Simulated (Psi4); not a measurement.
# [BH2F2]− (SMILES F[BH2-]F): levels of theory compared

Wanted: a comparison of 3 runs (DSD-PBEP86/cc-pVTZ, wB97X-V/cc-pVTZ, MP3/cc-pVTZ) of [BH2F2]−. 

The results are computed with Psi4 1.11.

**1. The structure to begin with**

The species is [BH2F2]− (5 atoms), meant as a singlet with charge -1. As SMILES, `F[BH2-]F`. The B2–H4 distance was set to 2.696 Å, away from the relaxed value. At this shape a bond of the SMILES string is far longer than usual.

Bond lengths: F1–B2 1.425 Å, B2–F3 1.425 Å, B2–H5 1.225 Å. Angles: F1–B2–F3 107.4°, F1–B2–H5 109.1°, F3–B2–H5 109.1°.

**2. A single-point energy at DSD-PBEP86/cc-pVTZ (density fitting for correlation) (run 1)**

input.json reads:

```json
{
 "schema_name": "qcschema_input",
 "schema_version": 1,
 "molecule": {
  "schema_name": "qcschema_molecule",
  "schema_version": 2,
  "symbols": ["F", "B", "F", "H", "H"],
  "geometry": [-1.75820308, 2.48255778, 3.13425818, 0.5293104, 1.3293902, 2.30415818, 1.23616245, -0.48777044, 4.16130543, -0.32493841, -1.05841671, -2.11450905, 2.18146015, 2.94393441, 2.15539894],
  "molecular_charge": -1,
  "molecular_multiplicity": 1,
  "fix_symmetry": "c1"
 },
 "driver": "energy",
 "model": {
  "method": "dsd-pbep86",
  "basis": "cc-pVTZ"
 },
 "keywords": {
  "puream": true,
  "e_convergence": 1e-09,
  "d_convergence": 1e-08,
  "scf_type": "pk",
  "dft_radial_points": 99,
  "dft_spherical_points": 590,
  "num_frozen_docc": 3
 }
}
```

The run is started by

```console
$ psi4 --qcschema input.json -n 1 --memory 1600MB
```

stdout:

```text
[...]
  Running in c1 symmetry.
[...]
  Nuclear repulsion =   62.558745983506903
[...]
  Multiplicity = 1
[...]
  Nalpha       = 13
  Nbeta        = 13
[...]
    Number of basis functions: 118
[...]
   @RKS iter   1:  -225.13741783929044   -1.02450e+00   3.79445e-03 DIIS/ADIIS
[...]
   @RKS iter  11:  -225.20856144879141   -2.33058e-12   2.38823e-09 DIIS
[...]
  @RKS Final Energy:  -225.20856144879141
   => Energetics <=
    Nuclear Repulsion Energy =             62.5587459835069026
    One-Electron Energy =                -442.7942566572959322
    Two-Electron Energy =                 162.3764658241402969
    DFT Exchange-Correlation Energy =      -7.3495165991427038
    Empirical Dispersion Energy =           0.0000000000000000
    VV10 Nonlocal Energy =                  0.0000000000000000
    Total Energy =                       -225.2085614487914143
[...]
 Multipole Moments:
 ------------------------------------------------------------------------------------
     Multipole            Electronic (a.u.)      Nuclear  (a.u.)        Total (a.u.)
 ------------------------------------------------------------------------------------
 L = 1.  Multiply by 2.5417464519 to convert [e a0] to [Debye]
 Dipole X            :         -0.6616897            0.8922584            0.2305688
 Dipole Y            :          1.4017755           -0.1862549            1.2155206
 Dipole Z            :          5.9880743           -3.1422150            2.8458594
 Magnitude           :                                                    3.1031545
[...]
```

The result, in JSON:

```text
{
 "driver": "energy",
 "model": {
  "method": "dsd-pbep86",
  "basis": "cc-pVTZ"
 },
 "success": true,
 "return_result": -225.54321016801237,
 "properties": {
  "calcinfo_nbasis": 118,
  "calcinfo_nmo": 118,
  "calcinfo_nalpha": 13,
  "calcinfo_nbeta": 13,
  "calcinfo_natom": 5,
  "nuclear_repulsion_energy": 62.5587459835069,
  "return_energy": -225.54321016801237,
  "scf_one_electron_energy": -442.79425665729593,
  "scf_two_electron_energy": 162.3764658241403,
  "scf_xc_energy": -7.349516599142704,
  "scf_dipole_moment": [0.23056875570959512, 1.2155206070710918, 2.845859373043098],
  "scf_total_energy": -225.20856144879141,
  "scf_iterations": 11
 }
}
```

It took 17 s on 1 thread of Intel Xeon at 2.80GHz (Skylake/Cascade Lake), shared host; peak memory 0.72 GiB.

**3. The energy at wB97X-V/cc-pVTZ (run 2)**

job.inp reads:

```
memory 1600 mb

molecule m {
  -1 1
  F     -0.930401     1.313713     1.658578
  B      0.280099     0.703483     1.219308
  F      0.654149    -0.258117     2.202068
  H     -0.171950    -0.560090    -1.118950
  H      1.154379     1.557863     1.140588
  symmetry c1
  no_reorient
  no_com
}

set basis cc-pVTZ
set puream true
set e_convergence 1e-09
set d_convergence 1e-08
set scf_type pk
set dft_radial_points 99
set dft_spherical_points 590

e, wfn = energy('wb97x-v', return_wfn=True)
```

The run is started by

```console
$ psi4 -i job.inp -o job.out -n 1
```

job.out:

```text
[...]
  Running in c1 symmetry.
[...]
  Nuclear repulsion =   62.558746032401167
[...]
  Multiplicity = 1
[...]
  Nalpha       = 13
  Nbeta        = 13
[...]
    Number of basis functions: 118
[...]
   @RKS iter   1:  -225.69255285161879   -9.70542e-01   4.25151e-03 ADIIS/DIIS
[...]
   @RKS iter  11:  -225.77820325822367   -1.80478e-11   6.59000e-09 DIIS
[...]
  @RKS Final Energy:  -225.77820325822367
   => Energetics <=
    Nuclear Repulsion Energy =             62.5587460324011673
    One-Electron Energy =                -442.7517783225569019
    Two-Electron Energy =                 172.6082827164989624
    DFT Exchange-Correlation Energy =     -18.3014805085679519
    Empirical Dispersion Energy =           0.0000000000000000
    VV10 Nonlocal Energy =                  0.1080268240010303
    Total Energy =                       -225.7782032582236695
[...]
 Multipole Moments:
 ------------------------------------------------------------------------------------
     Multipole            Electronic (a.u.)      Nuclear  (a.u.)        Total (a.u.)
 ------------------------------------------------------------------------------------
 L = 1.  Multiply by 2.5417464519 to convert [e a0] to [Debye]
 Dipole X            :          0.4131132           -0.1952919            0.2178213
 Dipole Y            :        -26.3995935           26.4855548            0.0859613
 Dipole Z            :        -77.6078779           77.2217533           -0.3861247
 Magnitude           :                                                    0.4515836
[...]
```

Wall time 65 s (1 thread of Intel Xeon at 2.80GHz (Skylake/Cascade Lake), shared host); peak memory 0.91 GiB.

**4. The energy at MP3/cc-pVTZ (run 3)**

bf2h2.xyz reads:

```xyz
5
BF2H2
F     -0.930401     1.313713     1.658578
B      0.280099     0.703483     1.219308
F      0.654149    -0.258117     2.202068
H     -0.171950    -0.560090    -1.118950
H      1.154379     1.557863     1.140588
```

run.py reads:

```python
import psi4

psi4.set_memory('1600 MB')
psi4.set_num_threads(1)
psi4.set_output_file('run.log', False)

with open('bf2h2.xyz') as f:
    atoms = ''.join(f.readlines()[2:])
mol = psi4.geometry('-1 1\n' + atoms + 'symmetry c1')

psi4.set_options({
    'basis': 'cc-pVTZ',
    'reference': 'rhf',
    'puream': True,
    'e_convergence': 1e-09,
    'd_convergence': 1e-08,
    'scf_type': 'pk',
    'num_frozen_docc': 3,
    'mp_type': 'conv',
})

result, w = psi4.energy("mp3", return_wfn=True)
print(f'total energy {result:.8f} hartree = {result * 27.211386:.5f} eV')
```

The run is started by

```console
$ python run.py
```

run.log:

```text
[...]
  Running in c1 symmetry.
[...]
  Nuclear repulsion =   62.558746032401181
[...]
  Multiplicity = 1
[...]
  Nalpha       = 13
  Nbeta        = 13
[...]
    Number of basis functions: 118
[...]
   @RHF iter   1:  -224.74874915183776   -1.19368e+00   3.58299e-03 DIIS/ADIIS
[...]
   @RHF iter  11:  -224.81431014846760   -2.58638e-12   4.99557e-09 DIIS
[...]
  @RHF Final Energy:  -224.81431014846760
   => Energetics <=
    Nuclear Repulsion Energy =             62.5587460324011815
    One-Electron Energy =                -442.6958015169389000
    Two-Electron Energy =                 155.3227453360701134
    Total Energy =                       -224.8143101484675981
[...]
 Multipole Moments:
 ------------------------------------------------------------------------------------
     Multipole            Electronic (a.u.)      Nuclear  (a.u.)        Total (a.u.)
 ------------------------------------------------------------------------------------
 L = 1.  Multiply by 2.5417464519 to convert [e a0] to [Debye]
 Dipole X            :         -0.6127958            0.8922584            0.2794626
 Dipole Y            :          1.4892327           -0.1862549            1.3029778
 Dipole Z            :          6.0986215           -3.1422150            2.9564066
 Magnitude           :                                                    3.2428676
[...]
	SCS-MP2 Total Energy (a.u.)        :  -225.44494840322417
	SOS-MP2 Total Energy (a.u.)        :  -225.44057371564500
[...]
	SOS-PI-MP2 Total Energy (a.u.)     :  -225.48874783619709
[...]
	MP2 Total Energy (a.u.)            :  -225.45369777838249
[...]
	SCS-MP3 Total Energy (a.u.)        :  -225.44591668205382
[...]
	MP3 Total Energy (a.u.)            :  -225.45757089370110
[...]
```

The script printed:

```text
total energy -225.45757089 hartree = -6135.01299 eV
```

Wall time 22 s (1 thread of Intel Xeon at 2.80GHz (Skylake/Cascade Lake), shared host); peak memory 1.5 GiB.

**5. Overview of the runs**

```csv
run,level,fitting correlation,frozen core orbitals,energy (Eh),HOMO energy (eV),LUMO energy (eV),HOMO–LUMO gap (eV),wall time
1,DSD-PBEP86/cc-pVTZ (density fitting for correlation),density fitting,3,-225.543210,-1.69,6.24,7.93,17 s
2,wB97X-V/cc-pVTZ,–,0,-225.778203,-2.35,6.38,8.73,65 s
3,MP3/cc-pVTZ,none,3,-225.457571,-2.45,7.65,10.10,22 s
```

**6. Results**

| quantity | value |
| --- | --- |
| run 3: total energy | -225.45757 Eh |
| run 3: HOMO energy (Hartree–Fock orbitals) | -2.45 eV |
| run 3: LUMO energy (Hartree–Fock orbitals) | 7.65 eV |
| run 3: HOMO–LUMO gap (to an unbound level, set by the basis) | 10.10 eV |
| run 3: correlation energy (3 core orbitals frozen) | -643.3 mEh |

What this shows: Totals of different functionals can't be ranked against each other. All runs together took 1.7 min, the longest 65 s.
